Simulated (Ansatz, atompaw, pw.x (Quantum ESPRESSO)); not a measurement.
Equation-of-state test of one PAW (atompaw) potential (potassium)

- Element: potassium (K)
- Generator: atompaw 4.2.0.5
- Type: PAW
- Functional: PBEsol
- Relativity: scalar-relativistic
- Frozen core: [Ne]
- Valence charge: 9
- Reference configuration: 3s2 3p6 4s0.75 4p0.25
- Partial waves: 3s (bound): rc 1.90 bohr; 4s (bound): rc 1.40 bohr; 3p (bound): rc 2.05 bohr; 4p (bound): rc 2.60 bohr; 3d channel at -0.1 Ry: rc 2.00 bohr; 3d channel at 0.3 Ry: rc 2.60 bohr
- Local potential: bessel scheme, radius 1.90 bohr
- Core correction: smooth core density matched at 2.55 bohr
- Augmentation charge: gaussian compensation charge, radius 1.90 bohr; PAW radius 2.60 bohr; waves and projectors: custom rrkj vanderbiltortho

Atomic tests: cutoffs needed: 18 Ry and 30 Ry (the cutoffs (Ry, on a coarse ladder) from which the occupation-weighted sum of valence levels, in a spherical-Bessel basis at the reference potential, stays within 10 and 1 mRy of its value at 400 Ry); ghost test: no extra level below or beside the all-electron valence levels (s, p, d, f tested) (spherical-Bessel basis up to 400 Ry, 20 bohr box); lowest eigenvalue of the overlap operator: 0.10 (p channel).

Crystal test: bcc K in pw.x 7.5, no spin, 9³ k-points, Fermi–Dirac smearing 0.01 Ry, cutoffs 40/400 Ry. The reference is all-electron LAPW (Ansatz 0.2.0) with the same functional, mesh and smearing; V0 and B0 come from Birch–Murnaghan fits to the pressures at five volumes. Errors are pseudo minus all-electron; Δ is the rms difference of the E(V) curves that follow from these fits, minima aligned, over ±6 % about the mean V0. Mesh and smearing are coarse, so the numbers serve the comparison and aren't converged zero-temperature values; the lattice is a test structure that the element need not adopt.

```tsv
V (Å³/atom)	P all-electron (GPa)	P pseudo (GPa)
67.914	0.19	0.19
69.701	0.08	0.08
71.488	-0.01	-0.02
73.275	-0.10	-0.10
75.062	-0.17	-0.17
```

All-electron: a0 = 5.222 Å (V0 = 71.21 Å³/atom), B0 = 3.6 GPa.

Pseudopotential: mean pressure error (GPa): -0.00; a0 (Å): 5.221; a0 error (%): -0.02; B0 error (%): +0.3; Δ (meV/atom): 0.0.

Q: At the middle volume, how do free energy and pressure move when the wave cutoff is lowered (ecutrho held at 400 Ry)?

A:

```json
{"cutoff (Ry)": "18", "shift of F (meV/atom)": "+78.1", "shift of P (GPa)": "-1.11"}
{"cutoff (Ry)": "24", "shift of F (meV/atom)": "+27.7", "shift of P (GPa)": "-0.07"}
{"cutoff (Ry)": "32", "shift of F (meV/atom)": "+3.4", "shift of P (GPa)": "-0.07"}
```

The run at the middle volume (35 k-points, 20 iterations) took about 55 s on one core of a shared host (Intel(R) Xeon(R) Platinum 8259CL CPU @ 2.50GHz, 96 threads, 755 GiB, load 56).
